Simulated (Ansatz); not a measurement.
Write a Python script for Ansatz 0.2.0, Python API that makes vertical and adiabatic energies of changing the electron count of CH3Cl, SMILES CCl. Use (for the species named): B3LYP, def2-SVP basis, multiplicity 1.

```
atom    x (Å)    y (Å)    z (Å)
   C  -0.0832  -0.0282   0.0672
  Cl   1.4392  -0.2771  -0.6927
   H  -0.3176  -0.7056   0.8449
   H  -0.8379  -0.0863  -0.7039
   H  -0.1506   1.0236   0.4430
```

The script, `run_adiabatic.py`:
```python
"""Vertical and adiabatic ionisation of CH3Cl."""

import ansatz as az
import numpy as np

geometry = (
    az.Crystal.molecule()
    .atom("C", (-0.0832, -0.0282, 0.0672))
    .atom("Cl", (1.4392, -0.2771, -0.6927))
    .atom("H", (-0.3176, -0.7056, 0.8449))
    .atom("H", (-0.8379, -0.0863, -0.7039))
    .atom("H", (-0.1506, 1.0236, 0.443))
)

calc = (
    geometry.calculation()
    .basis(gaussian="def2-SVP")
    .functional("b3lyp")
)
symbols = [site.symbol for site in geometry.cartesian_sites]
start = np.array([site.position_ang for site in geometry.cartesian_sites], dtype=float)
summary = calc.relax(force_tolerance=0.01, max_steps=100).run().report
end = np.array(summary["positions_ang"])

minimum = az.Crystal.molecule()
for symbol, place in zip(symbols, end):
    minimum = minimum.atom(symbol, place.tolist())
ion = (
    minimum.calculation()
    .basis(gaussian="def2-SVP")
    .functional("b3lyp")
    .charge(1)
    .spin("collinear", total=1)
)
vertical = ion.run().report
settled = ion.relax(force_tolerance=0.01, max_steps=80).run().report
print(f"vertical ionisation energy   {vertical['free_energy_ev'] - summary['free_energy_ev']:.3f} eV")
print(f"adiabatic, no zero point     {settled['free_energy_ev'] - summary['free_energy_ev']:.3f} eV")
print(f"relaxation energy of the ion {vertical['free_energy_ev'] - settled['free_energy_ev']:.3f} eV")
ionised = np.array(settled["positions_ang"])
print("final positions (A) and the move of each atom")
for symbol, xyz, old in zip(symbols, ionised, end):
    print(f"{symbol:2s} {xyz[0]:10.5f} {xyz[1]:10.5f} {xyz[2]:10.5f}   {np.linalg.norm(xyz - old):7.4f}")
```

Output of `python run_adiabatic.py`:
```text
vertical ionisation energy   11.183 eV
adiabatic, no zero point     11.099 eV
relaxation energy of the ion 0.084 eV
final positions (A) and the move of each atom
C    -0.09500    0.01510    0.10339    0.0584
Cl    1.43147   -0.29003   -0.68766    0.0584
H    -0.29898   -0.76958    0.84949    0.0504
H    -0.84565   -0.09791   -0.73615    0.0462
H    -0.14194    1.06882    0.42943    0.0511
```

Reading the output:
- The settings weren't tested for convergence.
- The energies are electronic: no zero-point or thermal terms, and the basis set is short of its limit. The product may relax into another structure. The relaxation finds the nearest minimum, so the adiabatic value is an upper bound.
- b3lyp holds the VWN-RPA fit, as in Gaussian; the form of ORCA and Turbomole is b3lyp5.
- The whole script took 46 s on 1 thread of Arm Neoverse V1, with other jobs on the host, peak memory 0.18 GiB.

(Lines on the test bed's own set-up are left out of the output.)
